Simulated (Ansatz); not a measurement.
**BHSCl (SMILES S[B]Cl): methods side by side**

BHSCl: 4 atoms, total charge 0, spin state doublet. SMILES: `S[B]Cl`. The coordinates come from a PBE0-D4/def2-TZVP relaxation.

```xyz
4

S     0.5664   -0.7891    0.5314
B    -0.2996    0.4757   -0.3458
Cl   -2.0141    0.6160   -0.4273
H     1.8029   -0.3629    0.2214
```

Each level gives the energy change with the S1–B2 bond stretched from 1.766 to 2.649 Å (eV). The values are calculated.

```tsv
level	kind	program	value (eV)	less FCI/STO-3G	CPU time (all runs)
U-revPBE/STO-3G	GGA	Ansatz	3.41	+0.07	5 s
U-r2SCAN/STO-3G	meta-GGA	Ansatz	3.71	+0.37	13 s
U-r2SCAN0/STO-3G	hybrid meta-GGA	Ansatz	3.84	+0.50	14 s
UHSE06/STO-3G	range-separated hybrid	Ansatz	3.78	+0.44	6.2 s
UB2PLYP/STO-3G	double hybrid	Ansatz	3.63	+0.29	5.7 s
RPA@PBE/STO-3G	RPA	Ansatz	3.25	-0.09	6.6 s
UBCCD(T)/STO-3G	coupled cluster or CI	Ansatz	3.36	+0.02	1.4 s
FCI/STO-3G	exact in the basis	Ansatz	3.34	0.00	19 s
```

FCI/STO-3G is exact within its basis and frozen core, so for wave-function methods in that basis the difference is their error; functionals converge differently with the basis, so for them it is only a difference. The first shape isn't each level's own minimum. The values span 3.25 to 3.84 eV. Spin contamination of the reference (⟨S²⟩ at least 0.1 too high) touches U-r2SCAN0/STO-3G, UB2PLYP/STO-3G, UBCCD(T)/STO-3G. All rows use very small basis sets, so even the best lies far from the true value. Times are those of the runs behind each value, whatever else they computed, on shared processors of several kinds: orders of magnitude only.
